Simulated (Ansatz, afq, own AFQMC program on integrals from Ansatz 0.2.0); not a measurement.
**Where AFQMC and coupled cluster stand for H2O⁺, doublet**

```xyz
3

O     0.0000   -0.0674    0.0040
H     0.0000    0.5601   -0.8885
H     0.0000    0.5100    0.8251
```

Basis 6-31G. Noble-gas cores (and the filled d shells of Ga–Kr and In–Xe) are frozen. Integrals, coupled cluster, full CI and functionals: Ansatz 0.2.0; the random walks run on the same integrals in our own AFQMC program. The CISD trial takes its coefficients from CCSD amplitudes. Released means that phaseless walkers are propagated on without the constraint, phases kept. Free projection: walkers drawn from exp(T), propagated without any constraint. Its projection time is finite, and what remains of the start isn't in its error. ± is one standard error of the sampling.

Determinant: UHF, the one that the program's search chose, which needn't be the lowest solution. The geometry is a point of a scan.

Full CI on the same integrals is exact in this basis and with this determinant's frozen core.

The T1 diagnostic is 0.0101 and the weight of the determinant in the CISD state is 0.960. The ⟨S²⟩ of the determinant is 0.758 and the size of the correlated space is 7 electrons in 12 orbitals.

```tsv
level	correlation energy (eV)
MP2	-2.5972
CCSD	-2.9365
CCSD(T)	-2.9591
```

(1) Estimate where phaseless AFQMC with a CISD trial lies against CCSD(T) on the same integrals.

(1) 6.4 ± 1.0 meV below CCSD(T).

Reference: full CI, correlation energy -2.969 eV. The released energy is read at 2.40 1/Eh (meV from the phaseless value at times in 1/Eh: -1.5 ± 0.8 at 0.24, -3.5 ± 0.6 at 0.51, -3.9 ± 0.9 at 0.99, -4.3 ± 0.8 at 1.62, -2.5 ± 1.1 at 2.40).

```tsv
level	E − E(reference) (meV)	share of correlation (%)
CCSD(T)	10.3	99.65
CCSDT	6.3	99.79
CCSDT(Q)	0.4	99.99
CCSDTQ	0.1	100.00
ph-AFQMC/HF	-12.6 ± 20.2	100.42
ph-AFQMC/CISD	3.9 ± 1.0	99.87
released AFQMC	1.4 ± 1.1	99.95
free AFQMC	0.7 ± 1.0	99.98
```

CCSDT and higher add their correlation energy to the determinant of the CCSD(T) run, since their own runs factorise the integrals more tightly (a shift of under 2 meV). Free projections are given only where their last times agree within the noise and don't stop above the reference; a slow remainder of the start can still hide under it. A walk keeps the symmetry of its determinant, which the program's search chose and which needn't be the lowest solution, so a lower state of the same spin and another symmetry isn't excluded. Released energies are given only where the last usable release times agree within the noise; a slower fall can still hide under it.
